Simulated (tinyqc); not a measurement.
Worked calculation: ROHF in the sto-3g basis, for LiH, spin multiplicity 3. One step of it, computed by the program tinyqc.

Task: Iteration 3: Roothaan effective Fock matrix. With projectors Pc = D(beta) S, Po = (D(alpha) - D(beta)) S, Pv = 1 - D(alpha) S, the block xy is Px^T F Py; with Fc = (F(alpha) + F(beta))/2, the blocks are Fc for cc, oo, vv and cv, F(beta) for co and F(alpha) for ov.

F(alpha) (hartree), order 1Li 1s, 1Li 2s, 1Li 2px, 1Li 2py, 1Li 2pz, 2H 1s:
```
[[-2.351582, -0.628820, 0.003221, -0.000441, 0.001737, -0.008493],
 [-0.628820, -0.337732, -0.025417, 0.005939, -0.023106, -0.100302],
 [0.003221, -0.025417, 0.133809, 0.001281, -0.000296, -0.000510],
 [-0.000441, 0.005939, 0.001281, 0.134221, -0.009681, -0.017634],
 [0.001737, -0.023106, -0.000296, -0.009681, 0.090932, -0.166777],
 [-0.008493, -0.100302, -0.000510, -0.017634, -0.166777, -0.461933]]
```

F(beta) (hartree), order 1Li 1s, 1Li 2s, 1Li 2px, 1Li 2py, 1Li 2pz, 2H 1s:
```
[[-2.318177, -0.638176, 0.002626, -0.000247, 0.002051, -0.007752],
 [-0.638176, -0.071757, 0.015144, -0.004567, -0.000989, -0.022286],
 [0.002626, 0.015144, 0.200460, -0.000164, 0.000094, 0.000413],
 [-0.000247, -0.004567, -0.000164, 0.200406, 0.000891, -0.000044],
 [0.002051, -0.000989, 0.000094, 0.000891, 0.196928, -0.025555],
 [-0.007752, -0.022286, 0.000413, -0.000044, -0.025555, 0.257226]]
```

D(alpha) after iteration 2, order 1Li 1s, 1Li 2s, 1Li 2px, 1Li 2py, 1Li 2pz, 2H 1s:
```
[[1.061506, -0.256054, -0.033981, 0.009353, -0.012941, 0.034507],
 [-0.256054, 1.065179, 0.126123, -0.041622, 0.030100, -0.143670],
 [-0.033981, 0.126123, 0.014947, -0.004884, 0.003663, -0.016651],
 [0.009353, -0.041622, -0.004884, 0.013379, 0.020661, 0.106711],
 [-0.012941, 0.030100, 0.003663, 0.020661, 0.041446, 0.183765],
 [0.034507, -0.143670, -0.016651, 0.106711, 0.183765, 0.889084]]
```

D(beta) after iteration 2, order 1Li 1s, 1Li 2s, 1Li 2px, 1Li 2py, 1Li 2pz, 2H 1s:
```
[[0.981510, 0.035662, 0.000597, -0.001743, -0.004091, -0.002290],
 [0.035662, 0.001296, 0.000022, -0.000063, -0.000149, -0.000083],
 [0.000597, 0.000022, 0.000000, -0.000001, -0.000002, -0.000001],
 [-0.001743, -0.000063, -0.000001, 0.000003, 0.000007, 0.000004],
 [-0.004091, -0.000149, -0.000002, 0.000007, 0.000017, 0.000010],
 [-0.002290, -0.000083, -0.000001, 0.000004, 0.000010, 0.000005]]
```

overlap S, order 1Li 1s, 1Li 2s, 1Li 2px, 1Li 2py, 1Li 2pz, 2H 1s:
```
[[1.000000, 0.241137, 0.000000, 0.000000, 0.000000, 0.002525],
 [0.241137, 1.000000, 0.000000, 0.000000, 0.000000, 0.134057],
 [0.000000, 0.000000, 1.000000, 0.000000, 0.000000, 0.000000],
 [0.000000, 0.000000, 0.000000, 1.000000, 0.000000, 0.000000],
 [0.000000, 0.000000, 0.000000, 0.000000, 1.000000, 0.207584],
 [0.002525, 0.134057, 0.000000, 0.000000, 0.207584, 1.000000]]
```

Give: effective F.

Result:

effective F (hartree), order 1Li 1s, 1Li 2s, 1Li 2px, 1Li 2py, 1Li 2pz, 2H 1s:
```
[[-2.3346, -0.6378, 0.0026, -0.0001, 0.0024, -0.0073],
 [-0.6378, -0.2055, -0.0119, 0.0046, -0.0113, -0.0645],
 [0.0026, -0.0119, 0.1654, 0.0009, -0.0013, -0.0011],
 [-0.0001, 0.0046, 0.0009, 0.1726, 0.0120, 0.0135],
 [0.0024, -0.0113, -0.0013, 0.0120, 0.1903, -0.0451],
 [-0.0073, -0.0645, -0.0011, 0.0135, -0.0451, -0.1326]]
```
